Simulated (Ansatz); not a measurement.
C₂H₆FNO, SMILES `COC(N)F`. Total charge 0; spin multiplicity 1.

```xyz
11

C    -0.647   -1.228   -0.945
O     0.438   -0.478   -0.442
C     0.092    0.442    0.503
N     1.263    1.022    1.005
F    -0.763    1.396   -0.095
H    -1.182   -1.734   -0.131
H    -1.347   -0.595   -1.496
H    -0.227   -1.976   -1.614
H    -0.518    0.011    1.309
H     1.053    1.766    1.655
H     1.838    1.374    0.250
```

What are the harmonic wavenumbers in cm⁻¹ at PBE0-D4/def2-TZVP (Ansatz, finite differences of forces, unscaled)? (An estimate is asked.)

Ansatz gave: 116, 184, 254, 328, 432, 556, 606, 790, 925, 967, 1143, 1178, 1188, 1248, 1321, 1363, 1438, 1482, 1490, 1506, 1648, 3024, 3037, 3103, 3160, 3552, 3650.

Is this a minimum?

Yes, all 27 modes are real.

Give the ideal-gas thermochemistry at 298.15 K and 1 bar (rigid rotor, harmonic oscillator; point group C1, symmetry number 1).

Zero-point energy 237.4 kJ/mol; H(298) − E = 255.4 kJ/mol; entropy 315.8 J/(mol·K), of which translation 163.4, rotation 106.5, vibration 45.9; G(298) − E = 161.2 kJ/mol.

Rotational constants (cm⁻¹)?

0.2971, 0.1374, 0.1026.
